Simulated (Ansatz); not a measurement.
## SiH₃⁺, singlet: breathe scan

Starting geometry (PBE0/def2-TZVP stationary point for this spin, not checked as a minimum):

```xyz
4

Si    0.0000    0.0000    0.0000
H     1.4719    0.0142   -0.0001
H    -0.7483    1.2676   -0.0029
H    -0.7237   -1.2818    0.0030
```

From there all distances are scaled together; atoms are numbered as listed. Energies are in eV, counted from the starting geometry at the same level. Kohn–Sham curves are unrestricted where that lies lower.

Basis cc-pVDZ; Ansatz 0.2.0. Correlated methods freeze the noble-gas cores.

Unrestricted Kohn–Sham rows aren't spin-pure: their determinants' ⟨S²⟩ exceeds S(S+1) by up to 1.91, so they mix in states of higher spin.

Full CI is exact within this basis and frozen core; it isn't the basis-set limit.

```csv
scale of all distances,r2SCAN
0.864,1.707
1.000,0.000
1.118,0.597
1.295,2.815
1.500,5.634
1.757,7.806
2.027,8.831
2.360,9.350
```

Question: Estimate the full CI curve in cc-pVDZ from this one, knowing how r2SCAN differs from it in such a basis.

Answer: The computed full CI values, in eV from the starting point, and the difference of r2SCAN against them:
```json
{"scale of all distances": "0.864", "full CI": "1.663", "r2SCAN less full CI": "0.044"}
{"scale of all distances": "1.000", "full CI": "0.000", "r2SCAN less full CI": "0.000"}
{"scale of all distances": "1.118", "full CI": "0.646", "r2SCAN less full CI": "-0.049"}
{"scale of all distances": "1.295", "full CI": "2.890", "r2SCAN less full CI": "-0.075"}
{"scale of all distances": "1.500", "full CI": "5.510", "r2SCAN less full CI": "0.124"}
{"scale of all distances": "1.757", "full CI": "7.579", "r2SCAN less full CI": "0.227"}
{"scale of all distances": "2.027", "full CI": "8.525", "r2SCAN less full CI": "0.306"}
{"scale of all distances": "2.360", "full CI": "8.950", "r2SCAN less full CI": "0.400"}
```

r2SCAN at 2.360 lies 0.400 eV (4 %) above the reference in this basis.

In so small a basis the reference is far from its limit while semilocal and hybrid functionals are nearer theirs, so the functionals' errors here hold much of the reference's basis and frozen-core error, which can add to them or hide them.
